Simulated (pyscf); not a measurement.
Thermochemistry of product channels of H₃Ge–S–SbH₂ + H atom (H•) on the doublet surface, in kJ/mol, from ωB97M-D3(BJ)/def2-TZVP energies (ideal gas, 1 atm, RRHO with modes under 100 cm⁻¹ raised to 100, one conformer, R ln 2 for chiral ones without a mode under 150 cm⁻¹). Single points on ωB97X-D3(BJ)/def2-SVP structures (PySCF, gas phase).

| products | ΔE | ΔH(298 K) | ΔG(600 K) | ΔG(1200 K) |
|---|---|---|---|---|
| HS–GeH₃ + SbH₂• | -143.7 | -135.1 | -161.6 | -178.5 |
| GeH₃• + HS–SbH₂ | -59.2 | -51.9 | -77.0 | -92.8 |

These are energies of the channels, which say nothing of barriers. Elements up to Kr have no core potential and no relativistic terms here. Elements past Kr carry the def2 core potentials, without spin-orbit coupling.
